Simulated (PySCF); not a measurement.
tetrafluoroethylene anion (C2F4), SMILES FC(F)=C(F)F (connectivity only; charge and spin as stated), charge -1, multiplicity 2. Atoms are numbered in the order given.

```xyz
6

F     -1.4116     0.0520     1.1191
C     -0.6585    -0.3342     0.0000
F     -1.4116     0.0520    -1.1191
C      0.6585     0.3342     0.0000
F      1.4116    -0.0520    -1.1191
F      1.4116    -0.0520     1.1191
```
Charge -1, spin multiplicity 2.

The structure is a stationary point at PBE-D3(BJ)/def2-SVPD. The multiplicity is an assumed one; other spin states were not compared.

Calculation: PBE-D3(BJ)/def2-SVPD (PySCF 2.14.0).

Harmonic, unscaled wavenumbers; measured fundamentals usually lie a few per cent lower.

Computed harmonic wavenumbers and intensities:
```tsv
mode	ν (cm⁻¹)	IR (km/mol)	moving atoms (share of kinetic energy)
1	99	2.2	F 94 %
2	208	1.0	F 97 %
3	345	0.0	F 98 %
4	364	105.0	C 72 %, F 28 %
5	465	0.0	F 91 %, C 9 %
6	493	3.2	F 85 %, C 15 %
7	588	0.0	F 82 %, C 18 %
8	791	0.0	C 81 %, F 19 %
9	938	369.3	C 64 %, F 36 %
10	945	439.2	C 67 %, F 33 %
11	945	0.0	C 84 %, F 16 %
12	1234	0.0	C 92 %
```
